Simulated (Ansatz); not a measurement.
Mulliken charges of C₂H₂F₂ (`C=C(F)F`) from ωB97M-V/def2-TZVPP in Ansatz (PBE0-D4/def2-TZVP geometry).

| atom | x (Å) | y (Å) | z (Å) | charge (e) |
| --- | --- | --- | --- | --- |
| C1 | -0.116 | 0.471 | -0.544 | -0.258 |
| C2 | 0.105 | -0.395 | 0.420 | 0.355 |
| F3 | -0.455 | -0.364 | 1.608 | -0.161 |
| F4 | 0.919 | -1.422 | 0.343 | -0.161 |
| H5 | 0.394 | 0.361 | -1.488 | 0.113 |
| H6 | -0.806 | 1.285 | -0.384 | 0.113 |

Question: By hand: the dipole of these point charges (1 e Å = 4.8032 D).

Answer: Σ q r = (-0.054, 0.212, -0.236) e Å, of length 0.322 e Å = 1.55 D.

Question: How does the dipole of the full density compare? (An estimate is asked.)

Answer: Computed: (-0.040, 0.156, -0.174) e Å, 1.14 D; the point charges give 1.36 times that, at 0° from its direction.

Point charges leave out the atoms' own dipoles, such as those of lone pairs, and Mulliken's split depends on the basis, so the two needn't agree.
